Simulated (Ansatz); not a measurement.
**SiH4 ··· SiH3F**

The pair of SiH4 (SMILES [SiH4], atoms 1–5) and SiH3F (SMILES [SiH3]F, atoms 6–10), both closed shells, in one local arrangement (a lower one may exist), relaxed at PBE0-D4/def2-TZVP:

Si1  (-0.080, -0.089, -2.013)
H2  (-0.683, -0.512, -3.304)
H3  (0.473, 1.280, -2.150)
H4  (0.994, -1.041, -1.639)
H5  (-1.138, -0.100, -0.969)
Si6  (0.059, 0.074, 2.043)
F7  (1.035, 0.728, 0.952)
H8  (-0.110, -1.360, 1.715)
H9  (-1.241, 0.782, 1.991)
H10  (0.691, 0.237, 3.374)
(Å)

Ansatz 0.2.0; basis: def2-TZVPPD, with def2-QZVPPD for the basis limit; cores frozen in the correlated methods. B3LYP uses VWN-RPA correlation. Extrapolation: Hartree–Fock as exp(−7.88 √X), correlation as X^−2.97. Interaction energies count from these two fragments, frozen as in the pair, with the counterpoise correction; negative means bound.

Problem. What is the interaction energy by CCSD(T) at an estimated basis limit (MP2 extrapolated from triple and quadruple zeta, plus CCSD(T) − MP2 in triple zeta)? (Judge from chemistry; the value comes from the calculation.)

Solution. Computed: -5.7 kJ/mol. Hartree–Fock alone gives 1.9 kJ/mol at the basis limit, so without correlation the pair would not bind at this distance. It counts from the two fragments frozen as in the pair.

The same quantity by other methods in triple zeta, and each one's difference from that estimate:
```
   method  E_int (kJ/mol)  difference
   PBE-D4            -6.8        -1.1
revPBE-D4            -5.9        -0.2
  BLYP-D4            -5.9        -0.2
r2SCAN-D4            -6.2        -0.5
   B97M-V            -6.1        -0.4
  PBE0-D4            -6.5        -0.8
 B3LYP-D4            -6.6        -0.8
 HSE06-D4            -6.4        -0.7
  wB97X-V            -6.2        -0.5
  wB97M-V            -6.2        -0.5
   B2PLYP            -1.2         4.5
       HF             2.0         7.7
      MP2            -4.3         1.4
     CCSD            -3.8         1.9
  CCSD(T)            -4.8         0.9
```
Differences are method less estimate.

Problem. Which atoms make the shortest contact between the fragments?

Solution. H5 and F7, 3.02 Å apart.

Basis-set superposition shift (counterpoise-corrected less uncorrected): CCSD(T) 1.5; MP2 1.5; HF 0.3; PBE0-D4 0.2; wB97M-V 0.3 kJ/mol.

No T1 diagnostic of these runs exceeds 0.012.

For scale, one of the runs: CCSD(T)/def2-TZVPPD, 255 basis functions, launched by `ansatz run in.yaml --threads 4 --pin off --events-out ev --progress --plain --max-ram 9574MiB`. Hardware: 4 CPU threads of an Arm Neoverse V2, shared host. Wall time 71 s; peak host memory 5.3 GiB.
